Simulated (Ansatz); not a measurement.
**Cost against result**

Saddle point of Si2H7Cl, closed shell (SiH₃Cl ([SiH3][Cl]) + SiH₄ → SiH₃Cl ([SiH3][Cl]) + SiH₄; bonds formed: Si1–H7, Cl2–Si6; bonds broken: Si1–Cl2, Si6–H7), PBE0-D4/def2-TZVP structure:

Si1  (-0.326, 0.809, -1.255)
Cl2  (0.915, -1.113, -0.930)
H3  (0.028, 0.661, -2.700)
H4  (-1.810, 0.717, -1.237)
H5  (0.258, 2.123, -0.875)
Si6  (0.307, -0.785, 1.275)
H7  (-0.387, 0.477, 0.398)
H8  (0.997, 0.267, 2.067)
H9  (1.094, -2.024, 1.560)
H10  (-1.075, -1.131, 1.698)
(Å)

Barriers are electronic and count from the start structure reached by relaxing down the imaginary mode.

Computed with Ansatz 0.2.0 (basis: as named in each row); correlated methods freeze the cores. B3LYP uses VWN-RPA correlation. Extrapolation: Hartree–Fock as exp(−7.88 √X), correlation as X^−2.97.

Times are rough, for one single point on 4 threads of a shared host (Arm Neoverse V1).

The estimate by CCSD(T) at an estimated basis limit (MP2 extrapolated from triple and quadruple zeta, plus CCSD(T) − MP2 in triple zeta) is 47.23 kcal/mol.

```json
{"method": "HF", "basis": "STO-3G", "time (s)": "under 1", "barrier (kcal/mol)": "89.78", "method less estimate": "42.56"}
{"method": "PBE-D4", "basis": "STO-3G", "time (s)": "under 1", "barrier (kcal/mol)": "55.51", "method less estimate": "8.28"}
{"method": "SPW92", "basis": "def2-SVP", "time (s)": "under 1", "barrier (kcal/mol)": "33.17", "method less estimate": "-14.06"}
{"method": "B3LYP-D4", "basis": "6-31G", "time (s)": "under 1", "barrier (kcal/mol)": "55.14", "method less estimate": "7.92"}
{"method": "PBE-D4", "basis": "def2-SVP", "time (s)": "under 1", "barrier (kcal/mol)": "39.52", "method less estimate": "-7.70"}
{"method": "PBE0-D4", "basis": "def2-SVP", "time (s)": "under 1", "barrier (kcal/mol)": "43.43", "method less estimate": "-3.79"}
{"method": "SPW92", "basis": "def2-TZVPP", "time (s)": "under 1", "barrier (kcal/mol)": "32.34", "method less estimate": "-14.89"}
{"method": "CCSD(T)", "basis": "def2-SVP", "time (s)": "1", "barrier (kcal/mol)": "52.93", "method less estimate": "5.71"}
{"method": "PBE-D4", "basis": "def2-TZVPP", "time (s)": "1", "barrier (kcal/mol)": "38.37", "method less estimate": "-8.85"}
{"method": "BLYP-D4", "basis": "def2-TZVPP", "time (s)": "1", "barrier (kcal/mol)": "43.67", "method less estimate": "-3.56"}
{"method": "B3LYP-D4", "basis": "def2-TZVPP", "time (s)": "2", "barrier (kcal/mol)": "46.32", "method less estimate": "-0.90"}
{"method": "BHLYP-D4", "basis": "def2-TZVPP", "time (s)": "2", "barrier (kcal/mol)": "50.41", "method less estimate": "3.19"}
{"method": "PBE0-D4", "basis": "def2-TZVPP", "time (s)": "2", "barrier (kcal/mol)": "42.17", "method less estimate": "-5.06"}
{"method": "CAM-B3LYP-D4", "basis": "def2-TZVPP", "time (s)": "2", "barrier (kcal/mol)": "48.89", "method less estimate": "1.67"}
{"method": "r2SCAN-D4", "basis": "def2-TZVPP", "time (s)": "3", "barrier (kcal/mol)": "42.23", "method less estimate": "-5.00"}
{"method": "r2SCAN0-D4", "basis": "def2-TZVPP", "time (s)": "3", "barrier (kcal/mol)": "44.46", "method less estimate": "-2.77"}
{"method": "RPA on PBE", "basis": "def2-TZVPP", "time (s)": "3", "barrier (kcal/mol)": "48.92", "method less estimate": "1.70"}
{"method": "wB97M-V", "basis": "def2-SVP", "time (s)": "3", "barrier (kcal/mol)": "46.57", "method less estimate": "-0.66"}
{"method": "B2PLYP", "basis": "def2-TZVPP", "time (s)": "3", "barrier (kcal/mol)": "48.91", "method less estimate": "1.69"}
{"method": "PBE-QIDH", "basis": "def2-TZVPP", "time (s)": "4", "barrier (kcal/mol)": "46.00", "method less estimate": "-1.23"}
{"method": "wB97X-V", "basis": "def2-TZVPP", "time (s)": "6", "barrier (kcal/mol)": "47.76", "method less estimate": "0.53"}
{"method": "B97M-V", "basis": "def2-TZVPP", "time (s)": "6", "barrier (kcal/mol)": "43.35", "method less estimate": "-3.87"}
{"method": "wB97M-V", "basis": "def2-TZVPP", "time (s)": "6", "barrier (kcal/mol)": "45.96", "method less estimate": "-1.27"}
{"method": "MP2", "basis": "def2-QZVPP", "time (s)": "12", "barrier (kcal/mol)": "47.10", "method less estimate": "-0.13"}
{"method": "CCSD(T)", "basis": "def2-TZVPP", "time (s)": "37", "barrier (kcal/mol)": "48.60", "method less estimate": "1.37"}
```

All methods are single points on the PBE0-D4 structures.

No T1 diagnostic of these runs exceeds 0.012.

Ligand swaps between two centres remove the fluorinated layer in thermal atomic layer etching, and scramble precursors in the gas phase.

Labels in which every atom is bracketed show which atoms are joined, not bond orders.
